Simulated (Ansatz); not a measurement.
# BPH4 + H2O: a complex and its separated parts, part 2 of 2

Ansatz 0.2.0, Gaussian basis. The steps go on from the part before.

## Step 13: CAM-B3LYP-D4/def2-TZVPP

The inputs:

parta/in.yaml

```yaml
crystal:
  periodic: [false, false, false]
  atoms:
    - {symbol: B, position_ang: [-0.665162, -0.553894, 0.528117]}
    - {symbol: H, position_ang: [-0.920804, -1.539312, -0.094386]}
    - {symbol: H, position_ang: [-1.536462, 0.163909, 0.914775]}
    - {symbol: P, position_ang: [1.066257, -0.282767, 1.126691]}
    - {symbol: H, position_ang: [1.256335, 1.113925, 1.116599]}
    - {symbol: H, position_ang: [1.901256, -0.670517, 0.059262]}
basis:
  gaussian: {orbitals: def2-TZVPP}
hamiltonian: {xc: {name: CAM-B3LYP}, dispersion: d4}
```

partb/in.yaml

```yaml
crystal:
  periodic: [false, false, false]
  atoms:
    - {symbol: O, position_ang: [-0.689185, 0.403349, -1.102493]}
    - {symbol: H, position_ang: [-0.435807, 1.307412, -0.904341]}
    - {symbol: H, position_ang: [0.023571, 0.057795, -1.644125]}
basis:
  gaussian: {orbitals: def2-TZVPP}
hamiltonian: {xc: {name: CAM-B3LYP}, dispersion: d4}
```

The same command starts each run, in its folder.

Run with:

```
$ ansatz run in.yaml --threads 2 --pin off --events-out ev --progress --plain --max-ram 4352MiB
```

Log of parta (excerpt; [...] marks lines left out):

```text
Functional definition: CAM-B3LYP
  name "CAM-B3LYP"
  cite "Yanai, Tew & Handy, Chem. Phys. Lett. 393, 51 (2004) doi:10.1016/j.cplett.2004.06.011"
  cite "Iikura, Tsuneda, Yanai & Hirao, J. Chem. Phys. 115, 3540 (2001) doi:10.1063/1.1383587"
  cite "Becke, Phys. Rev. A 38, 3098 (1988) doi:10.1103/PhysRevA.38.3098"
  cite "Lee, Yang & Parr, Phys. Rev. B 37, 785 (1988) doi:10.1103/PhysRevB.37.785"
[...]
  # Exact exchange under (alpha + beta erf(omega r))/r, Becke's under what is left of 1/r.
[...]
702 factors; their error is unknown
187 factors; integrals over basis functions are off by at most 1.7e-5 eV
[...]
mean field -10029.59487896 eV, -368.5808134980 hartree, gradient 2.4e-5 eV, S^2 0.000000; 0 other end points of the search recorded, 0 dependent functions left out
reference -10029.59499290 eV, -368.5808176854 hartree; 12, 12 occupied and 117, 117 virtual orbitals, 702 factors
Total energy: -10029.65728710 eV, -368.5831069550 hartree
```

Log of partb (excerpt; [...] marks lines left out):

```text
[... 6 set-up lines as earlier in the session ...]
[...]
  # Exact exchange under (alpha + beta erf(omega r))/r, Becke's under what is left of 1/r.
[...]
269 factors; their error is unknown
72 factors; integrals over basis functions are off by at most 1.6e-5 eV
[...]
mean field -2079.99968487 eV, -76.4385785447 hartree, gradient 1.1e-5 eV, S^2 0.000000; 0 other end points of the search recorded, 0 dependent functions left out
reference -2079.99975231 eV, -76.4385810227 hartree; 5, 5 occupied and 54, 54 virtual orbitals, 269 factors
Total energy: -2080.00381828 eV, -76.4387304444 hartree
```

Times: 1.3 s (parta), 0.3 s (partb) on 2 threads of Arm Neoverse V1, shared host.

## Step 14: wB97X-V/def2-TZVPP

Each input of step 13 (parta, partb) changes in the same lines:

```diff
-hamiltonian: {xc: {name: CAM-B3LYP}, dispersion: d4}
+hamiltonian: {xc: {name: wB97X-V}}
```

One command serves all of them, each in its own folder.

Run with:

```
$ ansatz run in.yaml --threads 2 --pin off --events-out ev --progress --plain --max-ram 4352MiB
```

Output in parta (excerpt; [...] marks lines left out):

```text
Functional definition: wB97X-V
  name "wB97X-V"
  cite "Mardirossian & Head-Gordon, Phys. Chem. Chem. Phys. 16, 9904 (2014) doi:10.1039/C3CP54374A"
[... 2 set-up lines as earlier in the session ...]
[...]
      + integral(e_c_pw_opposite_spin*poly(b97_u_opposite, cos0, cos1)) + vv10(b, c)
697 factors; their error is unknown
175 factors; integrals over basis functions are off by at most 1.4e-5 eV
[...]
mean field -10028.32211503 eV, -368.5340402865 hartree, gradient 1.0e-5 eV, S^2 0.000000; 0 other end points of the search recorded, 0 dependent functions left out
reference -10028.32211320 eV, -368.5340402191 hartree; 12, 12 occupied and 117, 117 virtual orbitals, 697 factors
Total energy: -10028.32211320 eV, -368.5340402191 hartree
```

Log of partb (excerpt; [...] marks lines left out):

```text
[... 5 set-up lines as earlier in the session ...]
[...]
      + integral(e_c_pw_opposite_spin*poly(b97_u_opposite, cos0, cos1)) + vv10(b, c)
269 factors; their error is unknown
69 factors; integrals over basis functions are off by at most 2.2e-5 eV
[...]
mean field -2079.88767236 eV, -76.4344621608 hartree, gradient 2.2e-5 eV, S^2 0.000000; 0 other end points of the search recorded, 0 dependent functions left out
reference -2079.88767147 eV, -76.4344621279 hartree; 5, 5 occupied and 54, 54 virtual orbitals, 269 factors
Total energy: -2079.88767147 eV, -76.4344621279 hartree
```

Wall times: 3.5 s (parta), 0.65 s (partb) on 2 threads of Arm Neoverse V1, shared host.

## Step 15: wB97M-V/def2-TZVPP

The same edit goes into each in.yaml of step 14 (parta, partb):

```diff
-hamiltonian: {xc: {name: wB97X-V}}
+hamiltonian: {xc: {name: wB97M-V}}
```

One command serves all of them, each in its own folder.

Run with:

```
$ ansatz run in.yaml --threads 2 --pin off --events-out ev --progress --plain --max-ram 4352MiB
```

parta printed (excerpt; [...] marks lines left out):

```text
Functional definition: wB97M-V
  name "wB97M-V"
  cite "Mardirossian & Head-Gordon, J. Chem. Phys. 144, 214110 (2016) doi:10.1063/1.4952647"
[... 2 set-up lines as earlier in the session ...]
  # Of w^i u^j: cxij and so on, Table III.
[...]
  gx(w, u) = 1 - cx + cx01*u + cx10*w
[...]
      + integral(e_c_pw_mod_opposite_spin*gos(b97_w_opposite, b97_u_opposite)) + vv10(b, c)
692 factors; their error is unknown
175 factors; integrals over basis functions are off by at most 1.4e-5 eV
[...]
mean field -10028.56785389 eV, -368.5430710232 hartree, gradient 3.1e-5 eV, S^2 0.000000; 0 other end points of the search recorded, 0 dependent functions left out
reference -10028.56789876 eV, -368.5430726720 hartree; 12, 12 occupied and 117, 117 virtual orbitals, 692 factors
Total energy: -10028.56789876 eV, -368.5430726720 hartree
```

Log of partb (excerpt; [...] marks lines left out):

```text
[... 5 set-up lines as earlier in the session ...]
  # Of w^i u^j: cxij and so on, Table III.
[...]
  gx(w, u) = 1 - cx + cx01*u + cx10*w
[...]
      + integral(e_c_pw_mod_opposite_spin*gos(b97_w_opposite, b97_u_opposite)) + vv10(b, c)
269 factors; their error is unknown
69 factors; integrals over basis functions are off by at most 2.2e-5 eV
[...]
mean field -2079.85938281 eV, -76.4334225390 hartree, gradient 2.9e-5 eV, S^2 0.000000; 0 other end points of the search recorded, 0 dependent functions left out
reference -2079.85940482 eV, -76.4334233478 hartree; 5, 5 occupied and 54, 54 virtual orbitals, 269 factors
Total energy: -2079.85940482 eV, -76.4334233478 hartree
```

Wall times: 3.9 s (parta), 0.7 s (partb) on 2 threads of Arm Neoverse V1, shared host.

## Step 16: B2PLYP/def2-TZVPP

The same edit goes into each in.yaml of step 15 (parta, partb):

```diff
-hamiltonian: {xc: {name: wB97M-V}}
+hamiltonian: {xc: {name: B2PLYP}}
```

Each run has its own folder and the same command.

Run with:

```
$ ansatz run in.yaml --threads 2 --pin off --events-out ev --progress --plain --max-ram 4352MiB
```

Output in parta (excerpt; [...] marks lines left out):

```text
Functional definition: B2PLYP
  name "B2PLYP"
  cite "Grimme, J. Chem. Phys. 124, 034108 (2006) doi:10.1063/1.2148954"
[... 2 set-up lines as earlier in the session ...]
[...]
737 factors; integrals over basis functions are off by at most 9.1e-4 eV
[...]
mean field -10023.29495800 eV, -368.3492956731 hartree, gradient 1.5e-6 eV, S^2 0.000000; 0 other end points of the search recorded, 0 dependent functions left out
6 core orbitals not correlated: weight in the atoms' cores, before any rotation towards them, 1.000 or more for the frozen orbitals, at most 0.000 for the correlated occupied ones
reference -10023.29510545 eV, -368.3493010919 hartree; 6, 6 occupied and 117, 117 virtual orbitals, 737 factors
second order -8.93484847 eV of doubles, -0.00000000 eV of singles
Total energy: -10025.70751454 eV, -368.4379554907 hartree
```

Output in partb (excerpt; [...] marks lines left out):

```text
[... 5 set-up lines as earlier in the session ...]
[...]
361 factors; integrals over basis functions are off by at most 7.6e-4 eV
[...]
mean field -2077.03827881 eV, -76.3297488792 hartree, gradient 8.4e-7 eV, S^2 0.000000; 0 other end points of the search recorded, 0 dependent functions left out
1 core orbitals not correlated: weight in the atoms' cores, before any rotation towards them, 1.000 or more for the frozen orbitals, at most 0.000 for the correlated occupied ones
reference -2077.03836384 eV, -76.3297520039 hartree; 4, 4 occupied and 54, 54 virtual orbitals, 361 factors
second order -8.41873101 eV of doubles, -0.00000000 eV of singles
Total energy: -2079.31142121 eV, -76.4132853216 hartree
```

Times: 1.9 s (parta), 0.4 s (partb) on 2 threads of Arm Neoverse V1, shared host.

## Step 17: PBE-QIDH/def2-TZVPP

Each input of step 16 (parta, partb) changes in the same lines:

```diff
-hamiltonian: {xc: {name: B2PLYP}}
+hamiltonian: {xc: {name: PBE-QIDH}}
```

Each run has its own folder and the same command.

Run with:

```
$ ansatz run in.yaml --threads 2 --pin off --events-out ev --progress --plain --max-ram 4352MiB
```

Output in parta (excerpt; [...] marks lines left out):

```text
Functional definition: PBE-QIDH
  name "PBE-QIDH"
  cite "Brémond, Sancho-García, Pérez-Jiménez & Adamo, J. Chem. Phys. 141, 031101 (2014) doi:10.1063/1.4890314"
[... 1 set-up line as earlier in the session ...]
[...]
737 factors; integrals over basis functions are off by at most 9.1e-4 eV
[...]
mean field -10020.05212497 eV, -368.2301237575 hartree, gradient 2.1e-6 eV, S^2 0.000000; 0 other end points of the search recorded, 0 dependent functions left out
6 core orbitals not correlated: weight in the atoms' cores, before any rotation towards them, 1.000 or more for the frozen orbitals, at most 0.000 for the correlated occupied ones
reference -10020.05213652 eV, -368.2301241819 hartree; 6, 6 occupied and 117, 117 virtual orbitals, 737 factors
second order -8.26121230 eV of doubles, -0.00000000 eV of singles
Total energy: -10022.80587395 eV, -368.3313221660 hartree
```

Log of partb (excerpt; [...] marks lines left out):

```text
[... 4 set-up lines as earlier in the session ...]
[...]
361 factors; integrals over basis functions are off by at most 7.6e-4 eV
[...]
mean field -2075.58435240 eV, -76.2763180690 hartree, gradient 2.2e-6 eV, S^2 0.000000; 0 other end points of the search recorded, 0 dependent functions left out
1 core orbitals not correlated: weight in the atoms' cores, before any rotation towards them, 1.000 or more for the frozen orbitals, at most 0.000 for the correlated occupied ones
reference -2075.58435789 eV, -76.2763182708 hartree; 4, 4 occupied and 54, 54 virtual orbitals, 361 factors
second order -7.85899713 eV of doubles, -0.00000000 eV of singles
Total energy: -2078.20402360 eV, -76.3725892100 hartree
```

Times: 2.2 s (parta), 0.35 s (partb) on 2 threads of Arm Neoverse V1, shared host.

## Step 18: RPA on PBE/def2-TZVPP

Each input of step 17 (parta, partb) changes in the same lines:

```diff
-hamiltonian: {xc: {name: PBE-QIDH}}
+hamiltonian: {xc: pbe}
+correlation: {method: rpa}
```

One command serves all of them, each in its own folder.

Run with:

```
$ ansatz run in.yaml --threads 2 --pin off --events-out ev --progress --plain --max-ram 4352MiB
```

parta printed (excerpt; [...] marks lines left out):

```text
[... 4 set-up lines as earlier in the session ...]
[...]
737 factors; integrals over basis functions are off by at most 9.1e-4 eV
[...]
mean field -10024.18305900 eV, -368.3819327828 hartree, gradient 1.2e-6 eV, S^2 0.000000; 0 other end points of the search recorded, 0 dependent functions left out
6 core orbitals not correlated: weight in the atoms' cores, before any rotation towards them, 1.000 or more for the frozen orbitals, at most 0.000 for the correlated occupied ones
reference -10006.12555359 eV, -367.7183316990 hartree; 6, 6 occupied and 117, 117 virtual orbitals, 737 factors
Total energy: -10020.16697514 eV, -368.2343444234 hartree
```

Log of partb (excerpt; [...] marks lines left out):

```text
[... 4 set-up lines as earlier in the session ...]
[...]
361 factors; integrals over basis functions are off by at most 7.6e-4 eV
[...]
mean field -2078.40755539 eV, -76.3800688655 hartree, gradient 2.1e-6 eV, S^2 0.000000; 0 other end points of the search recorded, 0 dependent functions left out
1 core orbitals not correlated: weight in the atoms' cores, before any rotation towards them, 1.000 or more for the frozen orbitals, at most 0.000 for the correlated occupied ones
reference -2069.53696225 eV, -76.0540805802 hartree; 4, 4 occupied and 54, 54 virtual orbitals, 361 factors
Total energy: -2080.48260617 eV, -76.4563255751 hartree
```

They took 2.3 s (parta), 0.4 s (partb) on 2 threads of Arm Neoverse V1, shared host.

## Step 19: CCSD(T)/def2-TZVPP

Each input of step 18 (parta, partb) changes in the same lines:

```diff
-hamiltonian: {xc: pbe}
-correlation: {method: rpa}
+correlation: {method: ccsd_t}
```

One command serves all of them, each in its own folder.

Run with:

```
$ ansatz run in.yaml --threads 2 --pin off --events-out ev --progress --plain --max-ram 4352MiB
```

Log of parta (excerpt; [...] marks lines left out):

```text
Functional definition: HF
  name "HF"
  cite "Fock, Z. Phys. 61, 126 (1930) doi:10.1007/BF01340294"
[... 1 set-up line as earlier in the session ...]
[...]
737 factors; integrals over basis functions are off by at most 9.1e-4 eV
[...]
mean field -10006.85046467 eV, -367.7449716898 hartree, gradient 1.3e-6 eV, S^2 0.000000; 0 other end points of the search recorded, 0 dependent functions left out
6 core orbitals not correlated: weight in the atoms' cores, before any rotation towards them, 1.000 or more for the frozen orbitals, at most 0.000 for the correlated occupied ones
reference -10006.85046467 eV, -367.7449716898 hartree; 6, 6 occupied and 117, 117 virtual orbitals, 737 factors
second order -7.20480758 eV of doubles, -0.00000000 eV of singles
cycle   1  -7.94768922 eV  change   -7.4e-1 eV  update   7.4e-2
[...]
cycle  10  -8.25896873 eV  change   -2.6e-6 eV  update   1.1e-5
perturbative correction -0.31934552 eV, -0.0117357314 hartree
Total energy: -10015.42877892 eV, -368.0602189237 hartree
```

partb printed (excerpt; [...] marks lines left out):

```text
[... 4 set-up lines as earlier in the session ...]
[...]
361 factors; integrals over basis functions are off by at most 7.6e-4 eV
[...]
mean field -2069.76240862 eV, -76.0623655815 hartree, gradient 3.6e-6 eV, S^2 0.000000; 0 other end points of the search recorded, 0 dependent functions left out
1 core orbitals not correlated: weight in the atoms' cores, before any rotation towards them, 1.000 or more for the frozen orbitals, at most 0.000 for the correlated occupied ones
reference -2069.76240862 eV, -76.0623655815 hartree; 4, 4 occupied and 54, 54 virtual orbitals, 361 factors
second order -7.10557067 eV of doubles, -0.00000000 eV of singles
cycle   1  -7.11163120 eV  change   -6.1e-3 eV  update   4.1e-2
[...]
cycle   8  -7.26608748 eV  change    3.4e-6 eV  update   7.2e-6
perturbative correction -0.20740378 eV, -0.0076219485 hartree
Total energy: -2077.23589989 eV, -76.3370113198 hartree
```

Times: 6 s (parta), 0.35 s (partb) on 2 threads of Arm Neoverse V1, shared host; peak memory 0.58 GiB.

## Step 20: Vibrations of BPH4

Contents of vib-parta/in.yaml:

```yaml
crystal:
  periodic: [false, false, false]
  atoms:
    - {symbol: B, position_ang: [-0.665162, -0.553894, 0.528117]}
    - {symbol: H, position_ang: [-0.920804, -1.539312, -0.094386]}
    - {symbol: H, position_ang: [-1.536462, 0.163909, 0.914775]}
    - {symbol: P, position_ang: [1.066257, -0.282767, 1.126691]}
    - {symbol: H, position_ang: [1.256335, 1.113925, 1.116599]}
    - {symbol: H, position_ang: [1.901256, -0.670517, 0.059262]}
basis:
  gaussian: {orbitals: def2-TZVP}
hamiltonian: {xc: pbe0, dispersion: d4}
phonons: {temperatures: {t_min: 298.15, t_max: 900, t_step: 200}}
```

Run with:

```
$ ansatz run in.yaml --threads 2 --pin off --events-out ev --progress --plain --max-ram 4352MiB
```

The program printed (excerpt; [...] marks lines left out):

```text
[... 5 set-up lines as earlier in the session ...]
[...]
627 factors; their error is unknown
[...]
mean field -10025.26983400 eV, -368.4218710275 hartree, gradient 5.3e-5 eV, S^2 0.000000; 0 other end points of the search recorded, 0 dependent functions left out
[...]
Atom 3 at     1.066257    -0.282767     1.126691 Å, force    -0.002120    -0.000061    -0.001139 eV/Å
Atom 4 at     1.256335     1.113925     1.116599 Å, force     0.000749    -0.000062    -0.000105 eV/Å
Atom 5 at     1.901256    -0.670517     0.059262 Å, force     0.000589     0.000474     0.000223 eV/Å
Dipole moment:     0.102720     0.094186    -0.096291 e Å
Vibrations: 408.19 489.53 524.15 754.47 878.88 916.36 1110.30 1174.33 2463.92 2484.35 2601.07 2697.24 cm⁻¹, zero-point energy 1.023043 eV
```

Run time: 25 s. Hardware: 2 threads of Arm Neoverse V1, shared host.

Wavenumbers and character of the modes:

```tsv
mode	wavenumber (cm⁻¹)	character
1	408	bend with torsion
2	490	torsion with bend
3	524	bend with torsion
4	754	B–P stretch
5	879	bend
6	916	torsion with out-of-plane bend
7	1110	bend
8	1174	bend
9	2464	P–H stretch
10	2484	P–H stretch
11	2601	B–H stretch
12	2697	B–H stretch
```

Vibrational sums (real modes only):

```tsv
T (K)	entropy (J/mol/K)	heat capacity (J/mol/K)
298	11.9	25.8
498	30.1	45.2
698	47.5	57.9
898	63.3	67.4
```

## Step 21: Vibrations of H2O

Contents of vib-partb/in.yaml:

```yaml
crystal:
  periodic: [false, false, false]
  atoms:
    - {symbol: O, position_ang: [-0.689185, 0.403349, -1.102493]}
    - {symbol: H, position_ang: [-0.435807, 1.307412, -0.904341]}
    - {symbol: H, position_ang: [0.023571, 0.057795, -1.644125]}
basis:
  gaussian: {orbitals: def2-TZVP}
hamiltonian: {xc: pbe0, dispersion: d4}
phonons: {temperatures: {t_min: 298.15, t_max: 900, t_step: 200}}
```

Run with:

```
$ ansatz run in.yaml --threads 2 --pin off --events-out ev --progress --plain --max-ram 4352MiB
```

The program printed (excerpt; [...] marks lines left out):

```text
[... 5 set-up lines as earlier in the session ...]
[...]
239 factors; their error is unknown
[...]
mean field -2078.33307679 eV, -76.3773318274 hartree, gradient 1.2e-5 eV, S^2 0.000000; 0 other end points of the search recorded, 0 dependent functions left out
[...]
Total energy: -2078.33734664 eV, -76.3774887412 hartree
Atom 0 at    -0.689185     0.403349    -1.102493 Å, force     0.000184     0.000106    -0.000065 eV/Å
Atom 1 at    -0.435807     1.307412    -0.904341 Å, force    -0.000117     0.000015     0.000073 eV/Å
Atom 2 at     0.023571     0.057795    -1.644125 Å, force    -0.000067    -0.000121    -0.000007 eV/Å
Dipole moment:     0.356238     0.205936    -0.126650 e Å
Vibrations: 1622.92 3851.62 3959.33 cm⁻¹, zero-point energy 0.584825 eV
```

It took 1 s on 2 threads of Arm Neoverse V1, shared host.

Wavenumbers and character of the modes:

```tsv
mode	wavenumber (cm⁻¹)	character
1	1623	bend
2	3852	O–H stretch
3	3959	O–H stretch
```

Vibrational sums (real modes only):

```tsv
T (K)	entropy (J/mol/K)	heat capacity (J/mol/K)
298	0.0	0.2
498	0.4	1.7
698	1.4	3.9
898	2.6	6.1
```

## Step 22: Complex less separated parts

The complex's own energies come from single points at the same levels.

Rows are in def2-TZVPP; times add the 3 runs of a level on a shared host, so small differences are noise.

Differences are taken before rounding.

```tsv
method	rung	complex less parts (kJ/mol)	from CCSD(T) (kJ/mol)	time
SPW92	LDA	-92.3	-45.5	1.9 s
PBE-D4	GGA	-56.2	-9.4	3.3 s
BLYP-D4	GGA	-39.2	+7.6	3.4 s
r2SCAN-D4	meta-GGA	-52.6	-5.7	7.3 s
B97M-V	meta-GGA	-48.4	-1.6	14 s
PBE0-D4	hybrid	-56.3	-9.4	4.6 s
B3LYP-D4	hybrid	-42.0	+4.9	4.5 s
r2SCAN0-D4	hybrid	-54.2	-7.3	7.4 s
BHLYP-D4	hybrid	-42.3	+4.5	3.8 s
CAM-B3LYP-D4	range-separated hybrid	-49.3	-2.5	5.2 s
wB97X-V	range-separated hybrid	-50.9	-4.1	13 s
wB97M-V	range-separated hybrid	-54.4	-7.5	14 s
B2PLYP	double hybrid	-39.3	+7.5	7.8 s
PBE-QIDH	double hybrid	-53.9	-7.1	8.1 s
RPA on PBE	RPA	-39.9	+6.9	7.7 s
Hartree-Fock	wavefunction	-10.4	+36.4	
MP2	wavefunction	-51.0	-4.2	
CCSD	wavefunction	-42.2	+4.7	
CCSD(T)	wavefunction	-46.8	0	56 s
```

Among the levels timed on like hardware and quicker than the yardstick, those that no quicker one beats, quickest first: SPW92 (1.9 s, -45.5 kJ/mol); PBE-D4 (3.3 s, -9.4 kJ/mol); BLYP-D4 (3.4 s, +7.6 kJ/mol); BHLYP-D4 (3.8 s, +4.5 kJ/mol); CAM-B3LYP-D4 (5.2 s, -2.5 kJ/mol); B97M-V (14 s, -1.6 kJ/mol).

For cost: B97M-V gets within 1.6 kJ/mol in 14 s, where CCSD(T) took 56 s; the quickest level in the cost chart, SPW92, takes 1.9 s and misses by 45.5 kJ/mol.

The complex's zero-point energy, from a separate PBE0-D4 run, is 1.783 eV.

## Step 23: Results

This closing draws on all 2 parts.

| quantity | value |
| --- | --- |
| complex less parts, CCSD(T)/def2-TZVPP | -46.8 kJ/mol |
| with zero-point energy | -30.0 kJ/mol |
| largest T1 diagnostic | 0.018 |

What this shows: At CCSD(T) the complex lies 46.8 kJ/mol below its parts. The functionals run from B97M-V, off by -1.6 kJ/mol, to SPW92, off by -45.5 kJ/mol, against CCSD(T). By rung, the mean size of the error is: LDA 45.5, GGA 8.5, meta-GGA 3.6, hybrid 6.5, range-separated hybrid 4.7, double hybrid 7.3 kJ/mol. PBE-D4 gives a relative energy 9.4 kJ/mol too low, outside chemical accuracy (1 kcal/mol, 4.2 kJ/mol). No counterpoise was applied, and triple zeta lacks some correlation, so the CCSD(T) reference has a basis error of its own, and close matches with it are partly luck.
